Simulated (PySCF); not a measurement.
Rock-salt MgS, treated with G0W0@PBE0 (GTH pseudopotentials, Gaussian basis; PySCF).

The cell has the measured lattice: a = b = c = 5.2033 Å, α = β = γ = 90.00°.

Question: Estimate the band gap and smallest direct gap on the k points sampled that the calculation returns.

Answer: 
- band gap: 5.06 eV ± 0.08
- smallest direct gap on the k points sampled: 5.90 eV ± 0.05

Note: cell and atoms aren't relaxed at this level.

A ± is a rough bar: the spread of an extrapolation, a floor set from checks against published values, or a statistical error.

The computed numbers hold no vibrational or temperature effects.

Computing time: very roughly 90 core-minutes.
